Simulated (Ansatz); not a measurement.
Run this with the Python package of Ansatz (0.2.0) and show what comes out.

Script `run_ts.py`:
```python
"""Saddle point for pyramidal inversion in C2H3Si(-)."""

import itertools
import warnings

import ansatz
from ase.data import atomic_numbers, covalent_radii
import numpy as np

BASIS_SET = "6-31G*"
XC = "pbe"
NET_CHARGE = -1

GEOMETRY = """
C     1.68690   -0.08660   -0.44560
C     0.57690    0.04800   -0.00760
Si   -1.15020    0.25590    0.67140
H     2.67090   -0.20780   -0.83750
H    -1.98790    1.05580   -0.25850
H    -1.79660   -1.06530    0.87770
"""

warnings.simplefilter("ignore", ansatz.DeckWarning)

mol = ansatz.Crystal.molecule()
for line in GEOMETRY.strip().splitlines():
    symbol, *xyz = line.split()
    mol = mol.atom(symbol, [float(v) for v in xyz])

calc = (
    mol.calculation()
    .basis(gaussian=BASIS_SET)
    .functional(XC)
    .charge(NET_CHARGE)
)
symbols = [site.symbol for site in mol.cartesian_sites]
start = np.array([site.position_ang for site in mol.cartesian_sites], dtype=float)
summary = calc.relax(force_tolerance=0.005).run(threads=1, backend="cpu").report
end = np.array(summary["positions_ang"])

# start with the apex atom pushed most of the way into the plane of its neighbours
a, b, d = end[[1, 4, 5]]
normal = np.cross(b - a, d - a)
normal /= np.linalg.norm(normal)
flat = end.copy()
flat[2] -= 0.8 * ((end[2] - a) @ normal) * normal
guess = np.zeros_like(flat)
guess[2] = normal
near = ansatz.Crystal.molecule()
for symbol, place in zip(symbols, flat):
    near = near.atom(symbol, place.tolist())
search = (
    near.calculation()
    .basis(gaussian=BASIS_SET)
    .functional(XC)
    .charge(NET_CHARGE)
    .saddle(mode_guess=guess.tolist(), force_tolerance=0.01, max_steps=40)
)
steps = []
top = search.session().plan().execute(on_event=lambda e: steps.append(e["data"]) if e["event"] == "saddle_step" else None).report
for s in steps:
    print(f"step {s['step']:2d}  E = {s['lagrangian_ev']:.5f} eV  force {s['allowed_force_max_ev_ang']:.4f} eV/A  curvature {s['curvature_ev_ang2']:.3f} eV/A^2")
print(f"minimum {summary['free_energy_ev']:.5f} eV, saddle {top['free_energy_ev']:.5f} eV")
print(f"electronic barrier {(top['free_energy_ev'] - summary['free_energy_ev']):.2f} eV")
saddle = np.array(top["positions_ang"])
# pairs closer than 1.2 times the sum of covalent radii, before or after
radius = [covalent_radii[atomic_numbers[s]] for s in symbols]
span = lambda where, i, j: np.linalg.norm(where[i] - where[j])
bonded = [(i, j) for i, j in itertools.combinations(range(len(symbols)), 2) if min(span(end, i, j), span(saddle, i, j)) < 1.2 * (radius[i] + radius[j])]
print("pair        before    after (A)")
for i, j in bonded:
    print(f"{symbols[i]}{i}-{symbols[j]}{j}".ljust(10), f"{span(end, i, j):8.4f} {span(saddle, i, j):8.4f}")
```

`python run_ts.py` gives:
```text
step  1  E = -9988.69288 eV  force 4.4568 eV/A  curvature -18.165 eV/A^2
step  2  E = -9989.43634 eV  force 1.7259 eV/A  curvature -13.483 eV/A^2
step  3  E = -9989.76798 eV  force 0.7932 eV/A  curvature -9.024 eV/A^2
step  4  E = -9989.79467 eV  force 0.3592 eV/A  curvature -8.745 eV/A^2
step  5  E = -9989.84001 eV  force 0.7943 eV/A  curvature -7.526 eV/A^2
step  6  E = -9989.85746 eV  force 0.7491 eV/A  curvature -6.855 eV/A^2
step  7  E = -9989.87229 eV  force 0.2743 eV/A  curvature -7.183 eV/A^2
step  8  E = -9989.87306 eV  force 0.1460 eV/A  curvature -7.501 eV/A^2
step  9  E = -9989.87249 eV  force 0.1855 eV/A  curvature -7.362 eV/A^2
step 10  E = -9989.87404 eV  force 0.0106 eV/A  curvature -7.371 eV/A^2
step 11  E = -9989.87407 eV  force 0.0109 eV/A  curvature -7.362 eV/A^2
step 12  E = -9989.87408 eV  force 0.0016 eV/A  curvature -7.336 eV/A^2
minimum -9990.85064 eV, saddle -9989.87412 eV
electronic barrier 0.98 eV
pair        before    after (A)
C0-C1        1.2379   1.2739
C0-H3        1.0752   1.0969
C1-Si2       1.9035   1.7745
Si2-H4       1.5564   1.4986
Si2-H5       1.5564   1.4986
```

Reading the output:
- Total energies depend on the basis set; only differences at equal settings carry meaning.
- The energies are electronic: no zero-point or thermal terms, and the basis set is short of its limit. No separate frequency run checks the order of the saddle point.
- Anions want diffuse functions, which this basis lacks.
- It ran for 71 s on 1 thread of Arm Neoverse V1, with other jobs on the host, peak memory 0.18 GiB.
